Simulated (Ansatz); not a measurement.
```yaml
crystal:
  periodic: [false, false, false]
  atoms:
    - {symbol: Cu, position_ang: [0.000000, 0.000000, 0.000000]}
    - {symbol: C, position_ang: [0.000000, 0.000000, 2.080000]}
basis:
  gaussian: {orbitals: def2-TZVP}
total_charge: 1
hamiltonian: {xc: pbe0}
relax: {f_tol: 0.004, max_steps: 80}
```

```sh
$ ansatz run in.yaml --threads 1 --pin off --events-out ev --progress --plain --max-ram 2176MiB
```

Steps of the relaxation (energy above the last step; positions in Å, forces in eV/Å):

```
2
step 1, 258.1 meV
Cu    0.000    0.000    0.000    0.000    0.000    1.714
C     0.000    0.000    2.080    0.000    0.000   -1.714
```

```
2
step 2, 84.4 meV
Cu    0.000    0.000    0.058    0.000    0.000    1.203
C     0.000    0.000    2.022    0.000    0.000   -1.203
```

```
2
step 3, 63.7 meV
Cu    0.000    0.000    0.166    0.000    0.000   -1.539
C     0.000    0.000    1.914    0.000    0.000    1.539
```

```
2
step 4, 0.4 meV
Cu    0.000    0.000    0.117    0.000    0.000    0.100
C     0.000    0.000    1.963    0.000    0.000   -0.100
```

```
2
step 6, 0.0 meV
Cu    0.000    0.000    0.121    0.000    0.000    0.000
C     0.000    0.000    1.959    0.000    0.000    0.000
```

Close pairs at the end: Cu1–C2 1.839 Å.

A stationary point of restricted PBE0 after 6 steps (its stability towards spin polarisation wasn't tested). 15 s on 1 thread of AMD EPYC 7R43, shared host.
